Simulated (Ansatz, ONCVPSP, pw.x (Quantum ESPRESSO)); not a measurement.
# pw.x on bcc Mg: one setting changed

Potential: optimised norm-conserving Vanderbilt (ONCV), ONCVPSP 4.0.1.1 (patched build), LDA (Perdew-Wang 92); core [Ne], reference 3s2; waves: 3s: rc 2.75 bohr, ncon 4, nbas 7, qcut 2.4 1/bohr, 1 projector; p scattering state at 0.46 Ha: rc 2.75 bohr, ncon 4, nbas 7, qcut 3.6 1/bohr, 2 projectors, debl 2.7 Ha; d scattering state at 0.39 Ha: rc 2.75 bohr, ncon 4, nbas 7, qcut 3.9 1/bohr, 2 projectors, debl 3.3 Ha; local part: polynomial inside 1.80 bohr (lpopt 5, dvloc0 6 Ha); core correction: polynomial model core, fcfact 0.55. In the p channel the program set the typed energies aside and used 0.050, 2.750 Ha.

The reference run (k-mesh 13³, cutoffs 50/200 Ry, Fermi–Dirac 0.01 Ry, mixing_beta 0.4, conv_thr 1e-9, no spin) gives -0.34 GPa at 21.577 Å³/atom, where all-electron LAPW gives 0.17 GPa. This run, with its own iteration cap, changes smearing to gauss.

```
&control
  calculation='scf', prefix='x', pseudo_dir='./', outdir='./tmp', tstress=.true., disk_io='none'
/
&system
  ibrav=0, nat=1, ntyp=1, ecutwfc=50, ecutrho=200, nbnd=8,
  occupations='smearing', smearing='gauss', degauss=0.01
/
&electrons
  conv_thr=1e-09, mixing_beta=0.4, electron_maxstep=60
/
ATOMIC_SPECIES
Mg 1.0 Mg.UPF
CELL_PARAMETERS angstrom
  -1.75378771 1.75378771 1.75378771
  1.75378771 -1.75378771 1.75378771
  1.75378771 1.75378771 -1.75378771
ATOMIC_POSITIONS crystal
Mg 0.0000 0.0000 0.0000
K_POINTS automatic
13 13 13 0 0 0
```

```bash
pw.x < Mg.scf.in > Mg.scf.out
```

**Question.** How does the run end?

**Answer.** It converges in 6 iterations; the free energy moves by +13.5 meV/atom and the pressure by +0.01 GPa. Gaussian smearing of the same width is narrower in effect than Fermi–Dirac, so its quadratic term in F is smaller.

```
Message from routine setup:
     using ibrav=0 with symmetry is DISCOURAGED, use correct ibrav instead
     lattice parameter (alat)  =       5.7403  a.u.
     unit-cell volume          =     145.6088 (a.u.)^3
     number of electrons       =         2.00
     number of Kohn-Sham states=            8
     kinetic-energy cutoff     =      50.0000  Ry
     charge density cutoff     =     200.0000  Ry
     scf convergence threshold =      1.0E-09
     Exchange-correlation= SLA  PW   NOGX NOGC
     number of k points=    84  Gaussian smearing, width (Ry)=  0.0100
     iteration #  1     ecut=    50.00 Ry     beta= 0.40
     total energy              =      -3.10657336 Ry
     estimated scf accuracy    <       0.00427848 Ry
     iteration #  2     ecut=    50.00 Ry     beta= 0.40
     total energy              =      -3.10597412 Ry
     estimated scf accuracy    <       0.00142222 Ry
     iteration #  3     ecut=    50.00 Ry     beta= 0.40
     total energy              =      -3.10601288 Ry
     estimated scf accuracy    <       0.00000008 Ry
     iteration #  4     ecut=    50.00 Ry     beta= 0.40
     total energy              =      -3.10601370 Ry
     estimated scf accuracy    <       0.00000006 Ry
     iteration #  5     ecut=    50.00 Ry     beta= 0.40
     total energy              =      -3.10601370 Ry
     estimated scf accuracy    <       0.00000003 Ry
     iteration #  6     ecut=    50.00 Ry     beta= 0.40
     the Fermi energy is     3.8194 ev
!    total energy              =      -3.10601370 Ry
     estimated scf accuracy    <          1.6E-11 Ry
     smearing contrib. (-TS)   =      -0.00042952 Ry
     The total energy is F=E-TS. E is the sum of the following terms:
     one-electron contribution =       1.35715021 Ry
     hartree contribution      =       0.00321401 Ry
     xc contribution           =      -2.26978815 Ry
     ewald contribution        =      -2.19616024 Ry
     convergence has been achieved in   6 iterations
          total   stress  (Ry/bohr**3)                   (kbar)     P=       -3.36
     Message from routine punch:
     Nothing written, as per user request (disk_io='none')
```

The run took about 8.6 s on one core of a shared host (Neoverse-N1, 64 threads, 124 GiB, load 53).
